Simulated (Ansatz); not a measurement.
The cluster Li₂F⁺. Charge 1, multiplicity 3. Geometry PBE0-D4/def2-TZVP.

```xyz
3

Li    0.623    0.367   -1.770
Li    0.681   -1.880    0.812
F    -1.304    1.513    0.958
```

LC-ωPBE has ω = 0.4 bohr⁻¹. In the triplet geometry the species has come apart into loosely held pieces. At PBE0-D4/def2-TZVP a singlet of charge 1 lies 7.29 eV below the triplet, each at its own geometry. The structure comes from a short search, and lower isomers may exist.

(1) Estimate the α-spin orbital energies around the gap (eV) in Ansatz with HF/STO-3G, r2SCAN-D4/def2-TZVP, PBE0-D4/def2-TZVP, LC-ωPBE/def2-TZVP, ωB97X-V/def2-TZVP.

## Answers

(1) 
```
orbital  HF/STO-3G  r2SCAN-D4/def2-TZVP  PBE0-D4/def2-TZVP  LC-ωPBE/def2-TZVP  ωB97X-V/def2-TZVP
 HOMO−5     -71.03               -58.80             -61.39             -63.16             -63.78
 HOMO−4     -45.01               -36.01             -38.06             -40.18             -40.51
 HOMO−3     -20.90               -17.86             -19.55             -22.36             -21.89
 HOMO−2     -18.02               -15.20             -17.02             -19.91             -19.66
 HOMO−1     -17.97               -15.16             -16.98             -19.87             -19.63
   HOMO     -10.38                -8.23              -8.88             -10.85             -10.55
   LUMO      -3.00                -5.36              -5.41              -3.96              -3.93
 LUMO+1      -1.73                -4.90              -4.78              -3.21              -3.11
 LUMO+2      -1.71                -4.79              -4.67              -3.05              -2.95
 LUMO+3      -1.59                -3.47              -4.26              -2.86              -2.83
 LUMO+4       0.00                -3.24              -3.35              -1.62              -1.59
 LUMO+5       0.04                -3.24              -3.32              -1.57              -1.53
 β HOMO     -16.43               -14.33             -16.10             -19.09             -18.73
 β LUMO      -3.09               -11.63             -10.19              -7.68              -7.83
```
